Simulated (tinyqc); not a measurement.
Ways to converge the cycle: SCF convergence aids in the sto-6g basis, for H3O+, spin multiplicity 1. Computed by the program tinyqc with PySCF. RHF with one setting changed at a time; a run stops when the energy changes by less than 1e-09 hartree and the error matrix is below 1e-5. The start is the Wolfsberg-Helmholz matrix. Damping d keeps d of the old density; a shift (hartree) raises the virtual levels; DIIS n extrapolates F over n matrices.

Geometry (angstrom):

| atom | x | y | z |
|---|---|---|---|
| O | 0.0000 | 0.0000 | 0.2140 |
| H | 1.0820 | 0.0000 | 0.0000 |
| H | -0.5410 | 0.9370 | 0.0000 |
| H | -0.5410 | -0.9370 | 0.0000 |

lowest restricted solution found by these runs and by PySCF = -76.005796 hartree

Largest element of the error matrix X^T (FDS - SDF) X:

| iteration | plain | damping 0.3 | damping 0.6 | shift 0.4 | DIIS 3 | DIIS 8 |
|---|---|---|---|---|---|---|
| 1 | 5.2e-01 | 5.2e-01 | 5.2e-01 | 5.2e-01 | 5.2e-01 | 5.2e-01 |
| 2 | 1.2e-01 | 1.8e-01 | 3.3e-01 | 1.2e-01 | 1.2e-01 | 1.2e-01 |
| 3 | 2.2e-02 | 6.9e-02 | 2.0e-01 | 6.0e-02 | 2.3e-02 | 2.3e-02 |
| 4 | 9.2e-03 | 3.6e-02 | 1.3e-01 | 2.7e-02 | 6.1e-03 | 6.1e-03 |
| 5 | 2.2e-03 | 1.9e-02 | 7.9e-02 | 1.2e-02 | 1.2e-03 | 1.1e-03 |
| 6 | 9.2e-04 | 9.6e-03 | 4.9e-02 | 5.3e-03 | 4.9e-04 | 4.3e-05 |
| 8 | 1.8e-04 | 2.5e-03 | 2.6e-02 | 1.8e-03 | 8.9e-06 | 4.0e-09 |
| 10 | 3.8e-05 | 6.4e-04 | 1.4e-02 | 6.7e-04 | - | - |
| 14 | - | 8.6e-05 | 3.8e-03 | 1.1e-04 | - | - |
| 20 | - | 4.8e-06 | 5.3e-04 | 7.0e-06 | - | - |
| 30 | - | - | 3.5e-05 | - | - | - |

How each run ends:

| run | iterations | E (hartree) | state |
|---|---|---|---|
| plain | 13 | -76.005796 | lowest found |
| damping 0.3 | 20 | -76.005796 | lowest found |
| damping 0.6 | 40 | -76.005796 | lowest found |
| shift 0.4 | 20 | -76.005796 | lowest found |
| DIIS 3 | 9 | -76.005796 | lowest found |
| DIIS 8 | 8 | -76.005796 | lowest found |

What does the comparison show, and why?

6 of 6 runs reach the lowest restricted solution found, in 8 to 40 iterations (fastest: DIIS 8). Plain steps already contract here, so damping only slows them. DIIS 3 and DIIS 8 gain by cancelling the error over several earlier matrices, much as a quasi-Newton step does.
